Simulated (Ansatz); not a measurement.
C3H4, SMILES `C#CC` (charge 0, multiplicity 1).

Cartesian coordinates (Å):
SMILES: CC#C
```xyz
7

C      1.6988     0.0117     0.0662
C      0.4998     0.0035     0.0195
C     -0.9487    -0.0065    -0.0370
H      2.7619     0.0191     0.1077
H     -1.3777     0.1724     0.9516
H     -1.3172    -0.9700    -0.3966
H     -1.3169     0.7700    -0.7115
```
Charge 0, spin multiplicity 1.

Frozen-core energies in 6-31g from Ansatz (a first-principles code) at a geometry from PBE0-D3(BJ)/def2-TZVP; the HF reference has <S^2> = 0.00 and the T1 diagnostic is 0.010.

| level | energy (Ha) |
|---|---|
| HF | -115.82309 |
| MP2 | -116.09154 |
| CCSD | -116.11763 |
| CCSD(T) | -116.12603 |

**Question.** Estimate the energies of CCSDT, CCSDT(Q) and CCSDTQ, and give each level's difference from CCSDTQ.

**Answer.** 
```
level     energy (Ha)  difference from CCSDTQ (mHa)
--------  -----------  ----------------------------
MP2        -116.09154                         35.76
CCSD       -116.11763                          9.68
CCSD(T)    -116.12603                          1.27
CCSDT      -116.12634                          0.96
CCSDT(Q)   -116.12740                         -0.10
CCSDTQ     -116.12730                          0.00
```
